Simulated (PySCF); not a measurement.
Excitations are Tamm–Dancoff values on a coarser integration grid. The basis has no diffuse functions, so Rydberg states are missing or too high.

Cartesian coordinates (Å):
```xyz
5

O     -0.5436     1.2194    -0.0892
C     -0.4211     0.0358    -0.2166
O      0.7507    -0.6160    -0.3077
H     -1.2476    -0.6836    -0.2770
H      1.4616     0.0444    -0.2513
```
Charge 0, multiplicity 1.

### Question
What is the computed total energy, HOMO, S1 oscillator strength, S1 excitation (TDA), T1 excitation (TDA), LUMO, S1–T1 gap (TDA) and HOMO–LUMO gap (M06-2X/def2-TZVP // B3LYP-D3(BJ)/def2-TZVP in PySCF 2.14.0)?

### Answer

The total energy is -5163.89 eV and the HOMO is -10.31 eV. The S1 oscillator strength comes out as 0.001 and the S1 excitation (TDA) is 5.74 eV. The T1 excitation (TDA) is 5.29 eV, the LUMO comes out as 0.95 eV and the S1–T1 gap (TDA) is 0.46 eV. The HOMO–LUMO gap is 11.27 eV.
